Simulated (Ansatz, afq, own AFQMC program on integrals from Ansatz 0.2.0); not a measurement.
Integrals from Ansatz 0.2.0, then the random walk in our own AFQMC program (afq).

```yaml
crystal:
  periodic: [false, false, false]
  atoms:
    - {symbol: Cl, position_ang: [0.000000, 0.000000, -3.499533]}
    - {symbol: Al, position_ang: [0.000000, 0.000000, -1.408733]}
    - {symbol: Ga, position_ang: [0.000000, 0.000000, 4.908267]}
basis:
  gaussian: {orbitals: cc-pVDZ}
magnetization: {spin_polarized: true, initial_magnetization: 3}
correlation: {method: ccsd_t, electrons: outside_noble_gas, hamiltonian_folder: ham}
```

```sh
$ ansatz run in.yaml --threads 1 --pin off --events-out ev --progress --plain --max-ram 1382MiB
```

Options of the walk:

```
--method phaseless --trial hf --walkers 120 --populations 1 --least-time 40 --time-step 0.005 --steps-per-block 20 --equilibration-blocks 160 --max-blocks 600 --target-error 0.00258 --factor-cut 1e-05 --start spin_pure --seed 1593 --taylor-order 6
```

Times are imaginary, in 1/Eh. The walk had a cap of 1687 s. Filled inner d shells are frozen with the cores.

afq prints:

```
orbitals 39  electrons 8 5  factors 255 of 700
reference energy -2624.59686658 Eh
CCSD correlation -0.21678449 Eh in 11 cycles, weight of the determinant in the CISD state 0.8713
energy of the start -2624.596960 Eh
 block  time / (1/Eh)  mean weight  energy / Eh
     1     0.100  0.9997  -2624.637133
     2     0.200  1.0015  -2624.669325
     3     0.300  1.0018  -2624.697605
     4     0.400  1.0021  -2624.724829
     5     0.500  1.0020  -2624.743728
     7     0.700  1.0019  -2624.742195
     9     0.900  1.0013  -2624.766022
    15     1.500  1.0005  -2624.790296
    43     4.300  1.0008  -2624.827857
    71     7.100  0.9990  -2624.814454
    99     9.900  0.9997  -2624.796680
   127    12.700  1.0009  -2624.804308
   155    15.500  1.0012  -2624.812197
   183    18.300  0.9997  -2624.813587
   197    19.700  1.0021  -2624.848084
   211    21.100  1.0015  -2624.827912
   239    23.900  0.9990  -2624.825132
   267    26.700  1.0006  -2624.834274
   295    29.500  0.9999  -2624.826551
   323    32.300  1.0002  -2624.796451
   351    35.100  0.9995  -2624.817820
   379    37.900  0.9993  -2624.831297
   407    40.700  0.9992  -2624.813260
   435    43.500  1.0000  -2624.826671
   449    44.900  0.9994  -2624.794322
   463    46.300  1.0011  -2624.838503
   491    49.100  1.0013  -2624.816792
   519    51.900  0.9992  -2624.830522
   547    54.700  1.0033  -2624.806244
blocks merged  error / Eh  count
     1  0.000723  400
     2  0.000960  200
     4  0.001254  100
     8  0.001565  50
    16  0.001702  25
    32  0.002019  12
energy -2624.817767 +/- 0.001702 Eh
(rows thinned)
```

The run passed its tests (sampling time, drift between the halves within three errors, error under three times the target), which doesn't prove that it has relaxed.

Against this walk (error 46.3 meV) on the same determinant: CCSD(T) 8.4 meV lower (within the noise), CCSDT(Q) 40.2 meV lower (within the noise), a separate phaseless walk with a CISD trial and standard settings 28.5 ± 47.6 meV lower (within the noise). The error is statistical and leaves out the bias of the constraint.

Cautions: constraint bias not in the error; no relativity below Rb; no spin-orbit coupling; inner d shell frozen; lower spins were not checked.

The walk took 100 s on 1 thread of AMD EPYC 9R45 96-Core Processor (Zen 5), on a shared host. The log's last line is the phaseless energy.

CCSDT and higher add their correlation energy to the determinant of the CCSD(T) run, since their own runs factorise the integrals more tightly (a shift of under 2 meV). A walk keeps the symmetry of its determinant, which the program's search chose and which needn't be the lowest solution, so a lower state of the same spin and another symmetry isn't excluded.
